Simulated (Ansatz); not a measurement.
**Scan of H₂O⁻, doublet**

Starting geometry (PBE0/def2-TZVPD stationary point for this spin, not checked as a minimum):

```xyz
3

O     0.0000   -0.0691    0.0000
H     0.0000    0.5483    0.7576
H     0.0000    0.5483   -0.7576
```

From there the angle named below is changed in its plane at fixed bond lengths, both arms turning rigidly about the middle atom; atoms are numbered as listed. Energies are in kJ/mol, counted from the starting geometry at the same level.

Basis aug-cc-pVDZ; Ansatz 0.2.0. Only valence electrons are correlated (noble-gas cores frozen). Prefix R: restricted or restricted open-shell reference; prefix U: unrestricted. Active spaces: valence = (9e, 6o) chosen from the atoms' valence shells. This anion state lies near or above the neutral species, so the extra electron is weakly bound or unbound and the energies hang on the diffuse functions.

Runs in a small pair space aren't shown, since their orbitals change along the scan.

Full CI isn't at hand for all of this; UCCSDT(Q) serves as the reference, and is uncertain by about the last step of the cluster series. The frozen core follows each run's orbitals, which can shift R against U totals by a few meV.

```
angle H2-O1-H3 (°)  CASSCF (valence space)
              71.4                    73.1
              90.6                     8.6
             101.6                     0.0
             101.9                     0.0
             118.5                    18.2
             137.1                    68.0
             156.2                   127.0
             180.0                   163.1
```

Question: Estimate the UCCSDT(Q) curve in aug-cc-pVDZ from this one, knowing how CASSCF (valence space) errs.

Answer: The computed UCCSDT(Q) values, in kJ/mol from the starting point, and the error of CASSCF (valence space) against them:
```csv
angle H2-O1-H3 (°),UCCSDT(Q),CASSCF (valence space) less UCCSDT(Q)
71.4,67.7,5.4
90.6,8.3,0.4
101.6,0.0,0.0
101.9,0.0,0.0
118.5,15.7,2.5
137.1,60.2,7.7
156.2,113.8,13.3
180.0,146.7,16.4
```

The error spans 16.4 kJ/mol and is largest, 16.4 kJ/mol, at 180.0 °.
